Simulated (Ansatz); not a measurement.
**SiH2Cl (doublet): wB97M-V, B2PLYP, RPA-PBE over a scan of the distance Cl1–H2 along a hydrogen transfer, cc-pVTZ**

One table from this session's results is given with a row withheld; the runs are named, their logs left out.

Method: cc-pVTZ, all electrons in the functionals, frozen cores in the correlation of double hybrids and RPA; program: Ansatz 0.2.0, Gaussian basis.

Plan: wB97M-V, B2PLYP, RPA-PBE, at 1.279 Å; 1.339 Å; 1.458 Å; 1.578 Å; 1.698 Å.

## The system

The geometry derives from fragments relaxed apart (PBE0/def2-TZVP) and kept rigid, so it is no stationary point. A hydrogen atom is moved between rigid fragments.

4 atoms, charge 0, spin multiplicity 2.

Atoms are counted from 1 here; the program's logs count them from 0.

Bond lengths: Cl1–H2 1.279 Å, Si3–H4 1.532 Å.

No dispersion term is added; wB97M-V holds VV10 nonlocal correlation.

The geometry shown and the zero of energy belong to the point 1.279 Å. The yardstick, UCCSDT(Q), and other wave-function levels (R restricted, U unrestricted, valence and pair active spaces) come from earlier runs.

Set-up of the first run:

in.yaml reads:

```yaml
crystal:
  periodic: [false, false, false]
  atoms:
    - {symbol: Cl, position_ang: [-1.418422, 0.022748, 0.000000]}
    - {symbol: H, position_ang: [-0.139622, 0.022748, 0.000000]}
    - {symbol: Si, position_ang: [1.719578, 0.022748, 0.000000]}
    - {symbol: H, position_ang: [2.116013, -1.456765, 0.000000]}
basis:
  gaussian: {orbitals: cc-pVTZ}
magnetization: {spin_polarized: true, initial_magnetization: 1}
hamiltonian: {xc: {name: wB97M-V}}
output: {forces: true, orbitals: {seedname: orbitals}}
```

Command:

```console
$ ansatz run in.yaml --threads 2 --pin off --events-out ev --progress --plain --max-ram 16896MiB --backend cuda --devices 0, --max-vram 18GiB
```

Among the steps run: wB97M-V, 1.279 Å; wB97M-V, 1.339 Å; wB97M-V, 1.458 Å; wB97M-V, 1.578 Å; wB97M-V, 1.698 Å; B2PLYP, 1.279 Å; B2PLYP, 1.339 Å; B2PLYP, 1.458 Å; B2PLYP, 1.578 Å; B2PLYP, 1.698 Å; RPA-PBE, 1.279 Å; RPA-PBE, 1.339 Å; RPA-PBE, 1.458 Å; RPA-PBE, 1.578 Å; RPA-PBE, 1.698 Å.

One of the session's tables, all rows but one given; the rest of the session is left out.

| level | 1.339 Å | 1.458 Å | 1.578 Å | 1.698 Å |
| --- | --- | --- | --- | --- |
| UCCSDT(Q) | ? | ? | ? | ? |
| wB97M-V | -2.9 | 5.1 | 21.6 | 47.4 |
| B2PLYP | -3.5 | 2.8 | 17.9 | 43.1 |
| RPA-PBE | -1.3 | 8.3 | 24.2 | 47.6 |

Q: Estimate the row for UCCSDT(Q) from the others.

The run gave: 1.339 Å: -1.4; 1.458 Å: 8.9; 1.578 Å: 27.2; 1.698 Å: 54.4. In the column «1.339 Å» it lies between wB97M-V (-2.9) and RPA-PBE (-1.3).

To keep in mind: Energies in kJ/mol, counted from 1.279 Å; blanks weren't run or aren't comparable.
